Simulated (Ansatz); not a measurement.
## Ansatz (development build ahead of 0.2.0) run

```yaml
crystal:
  periodic: [false, false, false]
  atoms:
    - { symbol: O, position_ang: [0.0, -0.31568, -1.76093] }
    - { symbol: H, position_ang: [0.0, -0.39727, -0.84637] }
    - { symbol: Cl, position_ang: [0.0, 0.13837, 0.98345] }
    - { symbol: H, position_ang: [0.0, 0.57041, -1.78486] }
basis:
  gaussian: { orbitals: cc-pVDZ }
total_charge: -1
hamiltonian:
  xc: hf
```

The input is written out in the form of the current development build from the run's settings.

The run gave:

| Property | Result |
| --- | --- |
| Converged | yes |
| Total energy | -535.57728 hartree |
| Spin squared of the determinant | 0.000 |

Caution: no diffuse functions for an anion.
